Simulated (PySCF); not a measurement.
Gas-phase reaction: 3 C2H3 (vinyl) ⇌ 3 CH2 + C3H3 (propargyl)

Energies from PySCF (xtb for GFN2), thermal terms from the rigid-rotor harmonic-oscillator model, ideal gas at 1 bar. The comparison is the NASA 1993 polynomial table, which mixes measured and estimated data. † marks an energy on the PBE0/def2-TZVP geometry and frequencies; other levels use their own. 6-31G* has spherical d functions here. Open shells (unrestricted): C2H3 (vinyl) (multiplicity 2), CH2 (multiplicity 3), C3H3 (propargyl) (multiplicity 2). GFN2 has no spin-polarisation term. B3LYP is the form with VWN-RPA correlation. The harmonic model lacks anharmonicity and excited electronic states, which grow with temperature; levels with a mode under 35 cm⁻¹ are left out. The table's entry may be an old estimate for C2H3 (vinyl), CH2, C3H3 (propargyl) (not checked at source).

```json
[
 {"level": "table", "ΔH°(298 K), kJ": "613.2", "minus table": "-", "ΔG°(2000 K), kJ": "312.1"},
 {"level": "B3LYP/6-31G*", "ΔH°(298 K), kJ": "629.6", "minus table": "16.4", "ΔG°(2000 K), kJ": "322.4"},
 {"level": "B3LYP/def2-TZVP†", "ΔH°(298 K), kJ": "627.4", "minus table": "14.2", "ΔG°(2000 K), kJ": "324.4"},
 {"level": "GFN2-xTB", "ΔH°(298 K), kJ": "941.6", "minus table": "328.4", "ΔG°(2000 K), kJ": "638.6"},
 {"level": "PBE0/def2-SVP†", "ΔH°(298 K), kJ": "613.7", "minus table": "0.5", "ΔG°(2000 K), kJ": "310.6"},
 {"level": "PBE0/def2-TZVP", "ΔH°(298 K), kJ": "612.6", "minus table": "-0.6", "ΔG°(2000 K), kJ": "309.6"},
 {"level": "ωB97M-V/def2-TZVP†", "ΔH°(298 K), kJ": "632.5", "minus table": "19.3", "ΔG°(2000 K), kJ": "329.4"}
]
```
